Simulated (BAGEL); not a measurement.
# singlet [AlH2O2]+: levels of theory compared

Aim: a comparison of 4 runs (B3LYP/6-31G*, B3LYP/def2-TZVP, PBE0/def2-TZVP, RI-MP2/def2-TZVP) of singlet [AlH2O2]+. 

Program for the calculation: BAGEL 1.2.2.

4 further runs of the same task are left out: 3 that didn't finish, 1 set aside as unsound or not needed.

## 1. Starting point

[AlH2O2]+ has 5 atoms, charge +1, and is taken as a singlet. SMILES of the parent species: `[OH][Al][OH]`. The coordinates come from a PBE0-D4/def2-TZVP relaxation. This is one conformer, not always the lowest. That shape belongs to the parent species and isn't relaxed for this state.

Bond lengths: O1–Al2 1.696 Å, Al2–O3 1.703 Å, O1–H4 0.958 Å, O3–H5 0.956 Å. Angles: O1–Al2–O3 119.0°, Al2–O1–H4 122.5°, Al2–O3–H5 123.1°.

## 2. The energy at B3LYP/6-31G(d) (density fitting with qzvpp-jkfit, spherical functions) (run 1)

Contents of calc.json:

```json
{ "bagel" : [

{
  "title" : "molecule",
  "basis" : "6-31gs.json",
  "df_basis" : "qzvpp-jkfit",
  "angstrom" : true,
  "geometry" : [
    { "atom" : "O", "xyz" : [      -1.573500,      -0.324600,      -0.237500 ] },
    { "atom" : "Al", "xyz" : [       0.018500,      -0.825100,       0.065000 ] },
    { "atom" : "O", "xyz" : [       1.249400,       0.348300,       0.160000 ] },
    { "atom" : "H", "xyz" : [      -1.809700,       0.595800,      -0.359200 ] },
    { "atom" : "H", "xyz" : [       2.165100,       0.131800,       0.330400 ] }
  ]
},

{ "title" : "ks", "xc_func" : "b3lyp", "charge" : 1 },

{ "title" : "print", "file" : "orbitals.molden", "orbitals" : true }

]}
```

The basis set 6-31G* is read from a file made from the Basis Set Exchange's data (not shown).

Launch:

```sh
$ BAGEL_NUM_THREADS=1 BAGEL calc.json > calc.out
```

Output:

```text
* using 1 threads per process

  ===============================================================
  ===============================================================

  *** Geometry ***

  { "atom" : "O", "xyz" : [     -2.973484,     -0.613405,     -0.448810 ] },
  { "atom" : "Al", "xyz" : [      0.034960,     -1.559213,      0.122832 ] },
  { "atom" : "O", "xyz" : [      2.361024,      0.658192,      0.302356 ] },
  { "atom" : "H", "xyz" : [     -3.419837,      1.125899,     -0.678790 ] },
  { "atom" : "H", "xyz" : [      4.091446,      0.249066,      0.624366 ] },

  Number of auxiliary basis functions:      318

  Since a DF basis is specified, we compute 2- and 3-index integrals:
    o Being stored without compression. Storage requirement is 0.006 GB

  Number of basis functions:       50
  Number of electrons      :       31

    * METHOD: MOLECULE                             0.08

  *** Kohn-Sham DFT ***

    * Removing 7610 points whose weight is below 1.00e-10
    * Grid points: 66920

  === Nuclear Repulsion ===
    93.6023705973

       - DIIS with orbital gradients will be used.

  === KS iteration (b3lyp / 6-31gs.json) ===
      0       -380.90604436          0.15797042           0.13
      1       -371.78459070          0.22249819           0.10
      2       -384.42050330          0.15814662           0.09
      3       -393.69336508          0.01811776           0.09
      4       -393.80225571          0.01076749           0.09
      5       -393.80778394          0.00888362           0.09
      6       -393.82070564          0.00172134           0.09
      7       -393.82117256          0.00023391           0.09
      8       -393.82118057          0.00006574           0.12
      9       -393.82118119          0.00003020           0.10
     10       -393.82118134          0.00000379           0.09
     11       -393.82118134          0.00000072           0.09
     12       -393.82118134          0.00000006           0.10
     13       -393.82118134          0.00000002           0.11
     14       -393.82118134          0.00000001           0.11
    * SCF iteration converged.

    * Permanent dipole moment:
           (   -1.001000,     1.406713,    -0.288545) a.u.

    * METHOD: KS                                   1.75

    * METHOD: PRINT                                0.00

  ===============================================================
```

Wall time 2.1 s (1 thread of Intel Xeon Platinum 8488C (Sapphire Rapids), shared host); peak memory 0.18 GiB.

## 3. The energy at B3LYP/def2-TZVP (density fitting with qzvpp-jkfit) (run 2)

Contents of input.json:

```json
{ "bagel" : [

{
  "title" : "molecule",
  "basis" : "def2-tzvp.json",
  "df_basis" : "qzvpp-jkfit",
  "angstrom" : true,
  "geometry" : [
    { "atom" : "O", "xyz" : [   -1.573500,   -0.324600,   -0.237500 ] },
    { "atom" : "Al", "xyz" : [    0.018500,   -0.825100,    0.065000 ] },
    { "atom" : "O", "xyz" : [    1.249400,    0.348300,    0.160000 ] },
    { "atom" : "H", "xyz" : [   -1.809700,    0.595800,   -0.359200 ] },
    { "atom" : "H", "xyz" : [    2.165100,    0.131800,    0.330400 ] }
  ]
},
{ "title" : "ks", "xc_func" : "b3lyp", "charge" : 1 },
{ "title" : "print", "file" : "orbitals.molden", "orbitals" : true }

]}
```

The basis set def2-TZVP is read from a file made from the Basis Set Exchange's data (not shown).

Launch:

```sh
$ BAGEL_NUM_THREADS=1 BAGEL input.json > input.out
```

Output:

```text
* using 1 threads per process

  ===============================================================
  ===============================================================

  *** Geometry ***

  { "atom" : "O", "xyz" : [     -2.973484,     -0.613405,     -0.448810 ] },
  { "atom" : "Al", "xyz" : [      0.034960,     -1.559213,      0.122832 ] },
  { "atom" : "O", "xyz" : [      2.361024,      0.658192,      0.302356 ] },
  { "atom" : "H", "xyz" : [     -3.419837,      1.125899,     -0.678790 ] },
  { "atom" : "H", "xyz" : [      4.091446,      0.249066,      0.624366 ] },

  Number of auxiliary basis functions:      318

  Since a DF basis is specified, we compute 2- and 3-index integrals:
    o Being stored without compression. Storage requirement is 0.031 GB

  Number of basis functions:      111
  Number of electrons      :       31

    * METHOD: MOLECULE                             0.14

  *** Kohn-Sham DFT ***

    * Removing 7610 points whose weight is below 1.00e-10
    * Grid points: 66920

  === Nuclear Repulsion ===
    93.6023705973

       - DIIS with orbital gradients will be used.

  === KS iteration (b3lyp / def2-tzvp.json) ===
      0       -338.85726770          0.19486362           0.26
      1       -303.14418606          0.18314995           0.27
      2       -339.24406460          0.16398019           0.32
      3       -388.21549678          0.09708611           0.27
      4       -385.74089333          0.10161378           0.26
      5       -393.69617051          0.02594256           0.26
      6       -393.35867412          0.03736120           0.29
      7       -393.89982400          0.01074778           0.32
      8       -393.94044859          0.00176543           0.31
      9       -393.94191893          0.00044918           0.29
     10       -393.94197957          0.00018213           0.27
     11       -393.94199144          0.00002909           0.27
     12       -393.94199179          0.00001037           0.29
     13       -393.94199180          0.00001162           0.27
     14       -393.94199184          0.00000217           0.27
     15       -393.94199184          0.00000059           0.27
     16       -393.94199184          0.00000029           0.27
     17       -393.94199184          0.00000011           0.27
     18       -393.94199184          0.00000002           0.27
     19       -393.94199184          0.00000001           0.27
     20       -393.94199184          0.00000001           0.27
    * SCF iteration converged.

    * Permanent dipole moment:
           (   -0.957807,     1.476516,    -0.287644) a.u.

    * METHOD: KS                                   6.22

    * METHOD: PRINT                                0.02

  ===============================================================
```

Wall time 6.9 s (1 thread of Intel Xeon Platinum 8488C (Sapphire Rapids), shared host); peak memory 0.35 GiB.

Run 3 isn't shown in full; the table further down has it.

## 4. The energy at RI-MP2/def2-TZVP (density fitting with qzvpp-jkfit) (run 4)

Contents of mp2.json:

```json
{ "bagel" : [

{
  "title" : "molecule",
  "basis" : "def2-tzvp.json",
  "df_basis" : "qzvpp-jkfit",
  "angstrom" : true,
  "geometry" : [
    { "atom" : "O", "xyz" : [      -1.573500,      -0.324600,      -0.237500 ] },
    { "atom" : "Al", "xyz" : [       0.018500,      -0.825100,       0.065000 ] },
    { "atom" : "O", "xyz" : [       1.249400,       0.348300,       0.160000 ] },
    { "atom" : "H", "xyz" : [      -1.809700,       0.595800,      -0.359200 ] },
    { "atom" : "H", "xyz" : [       2.165100,       0.131800,       0.330400 ] }
  ]
},

{
  "title" : "hf",
  "charge" : 1
},

{
  "title" : "mp2",
  "charge" : 1,
  "ncore" : 7
}

]}
```

The basis set def2-TZVP is read from a file made from the Basis Set Exchange's data (not shown).

Launch:

```sh
$ BAGEL_NUM_THREADS=1 BAGEL mp2.json > mp2.out
```

Output:

```text
* using 1 threads per process

  ===============================================================
  ===============================================================

  *** Geometry ***

  { "atom" : "O", "xyz" : [     -2.973484,     -0.613405,     -0.448810 ] },
  { "atom" : "Al", "xyz" : [      0.034960,     -1.559213,      0.122832 ] },
  { "atom" : "O", "xyz" : [      2.361024,      0.658192,      0.302356 ] },
  { "atom" : "H", "xyz" : [     -3.419837,      1.125899,     -0.678790 ] },
  { "atom" : "H", "xyz" : [      4.091446,      0.249066,      0.624366 ] },

  Number of auxiliary basis functions:      318

  Since a DF basis is specified, we compute 2- and 3-index integrals:
    o Being stored without compression. Storage requirement is 0.031 GB

  Number of basis functions:      111
  Number of electrons      :       31

    * METHOD: MOLECULE                             0.14

  *** RHF ***

  === Nuclear Repulsion ===
    93.6023705973

      * DIIS with orbital gradients will be used.

  === RHF iteration (def2-tzvp.json) ===
      0       -392.29004918          0.03141914           0.05
      1       -392.44326225          0.02505101           0.04
      2       -392.66640232          0.00139459           0.04
      3       -392.66735478          0.00069844           0.05
      4       -392.66755561          0.00015376           0.05
      5       -392.66757759          0.00004195           0.04
      6       -392.66758063          0.00001632           0.04
      7       -392.66758125          0.00000483           0.04
      8       -392.66758129          0.00000172           0.04
      9       -392.66758129          0.00000068           0.04
     10       -392.66758129          0.00000020           0.04
     11       -392.66758129          0.00000013           0.04
     12       -392.66758129          0.00000003           0.05
     13       -392.66758129          0.00000001           0.05
     14       -392.66758129          0.00000000           0.04
    * SCF iteration converged.

    * Permanent dipole moment:
           (   -1.014922,     1.837905,    -0.329022) a.u.

    * METHOD: HF                                   0.79

  *** RHF ***

  === Nuclear Repulsion ===
    93.6023705973

      * DIIS with orbital gradients will be used.

  === RHF iteration (def2-tzvp.json) ===
      0       -392.66758129          0.00000000           0.04
    * SCF iteration converged.

    * Permanent dipole moment:
           (   -1.014922,     1.837905,    -0.329022) a.u.

  === DF-MP2 calculation ===

    * freezing 7 orbitals
    * 3-index integral transformation done
    * assembly done

      MP2 correlation energy:   -0.5371891658      0.02

      MP2 total energy:       -393.2047704593

    * METHOD: MP2                                  0.12

  ===============================================================
```

It took 1.3 s on 1 thread of Intel Xeon Platinum 8488C (Sapphire Rapids), shared host; peak memory 0.098 GiB.

## 5. The series

```tsv
run	level	frozen core orbitals	energy (Eh)	HOMO energy (eV)	LUMO energy (eV)	HOMO–LUMO gap (eV)	wall time
1	B3LYP/6-31G* (density fitting with qzvpp-jkfit, spherical functions)	–	-393.821181	-14.65	-10.88	3.77	2.1 s
2	B3LYP/def2-TZVP (density fitting with qzvpp-jkfit)	–	-393.941992	-14.90	-10.92	3.98	6.9 s
3	PBE0/def2-TZVP (density fitting with qzvpp-jkfit)	–	-393.641904	-15.16	-10.52	4.64	6 s
4	RI-MP2/def2-TZVP (density fitting with qzvpp-jkfit)	7	-393.204770	–	–	–	1.3 s
```

## 6. What came out

| quantity | value |
| --- | --- |
| run 4: total energy | -393.20477 Eh |
| run 4: correlation energy (7 core orbitals frozen) | -537.2 mEh |

**Reading.** Over runs 1, 2, 3 the HOMO–LUMO gap runs from 3.77 eV (B3LYP/6-31G*) to 4.64 eV (PBE0/def2-TZVP). The two ends differ in method and basis. Totals of different functionals can't be ranked against each other. All runs together took 16 s, the longest 6.9 s.
